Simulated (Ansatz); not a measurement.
Wavefunction ladder for C₄H₆F₂ (`F[C@H]1C[C@H](F)C1`)

Z-matrix (Å, degrees):
```
C
C 1 1.533
C 1 1.533 2 89.1
F 1 1.385 2 110.9 3 112.0
H 1 1.091 2 118.9 3 -122.9
C 2 1.531 1 87.8 3 -18.5
H 2 1.089 1 117.1 3 -140.3
H 2 1.092 1 110.9 3 92.2
H 3 1.089 1 117.1 2 140.3
H 3 1.092 1 110.9 2 -92.2
F 6 1.374 2 116.2 1 137.6
H 6 1.092 2 113.4 1 -96.7
```

Charge 0, multiplicity 1. Geometry: relaxed with PBE0-D4/def2-TZVP. Frozen core, restricted reference, Ansatz. CBS rows extrapolate triple and quadruple zeta; past MP2 they add the triple-zeta difference.

```json
{"basis": "def2-SVP", "HF (Eh)": "-353.53248", "MP2 corr.": "-0.91149", "CCSD corr.": "-0.95946", "(T)": "-0.02477", "CCSD(T) total": "-354.51671"}
{"basis": "def2-TZVPP", "HF (Eh)": "-353.95498", "MP2 corr.": "-1.16165", "CCSD corr.": "-1.19611", "(T)": "-0.04386", "CCSD(T) total": "-355.19495"}
{"basis": "def2-QZVPP", "HF (Eh)": "-353.97038", "MP2 corr.": "-1.25266", "CCSD corr.": "–", "(T)": "–", "CCSD(T) total": "–"}
{"basis": "CBS(def2)", "HF (Eh)": "-353.97250", "MP2 corr.": "-1.32008", "CCSD corr.": "-1.35455", "(T)": "as TZ", "CCSD(T) total": "-355.37091"}
```
